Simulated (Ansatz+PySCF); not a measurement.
## singlet NaH2O(+): levels of theory in one basis

```xyz
4

Na    0.0000    0.0000   -1.0102
O     0.0000    0.0000    1.0022
H     0.0000    0.7026    1.5477
H     0.0000   -0.7026    1.5477
```

Basis set: def2-SVP (spherical functions). Frozen core: 2 orbitals. Charge 1, multiplicity 1.

Computed with Ansatz (development build ahead of 0.2.0); each method stands on the lowest determinant of its kind that the runs found.

```
  method  E − E(RHF) (eV)  <S²> of the determinant
     RHF             0.00                     0.00
 RHF-MP2            -5.41                        –
RHF-CCSD            -5.65                        –
```

Question: What does RHF-CCSD(T) give on the same scale?

Answer: -5.72 eV.

Question: Is a single determinant a sound starting point here?

Answer: By this sign, yes. Unrestricted orbitals gain 0.00 eV and <S²> is 0.00 against 0.00 for a pure state.
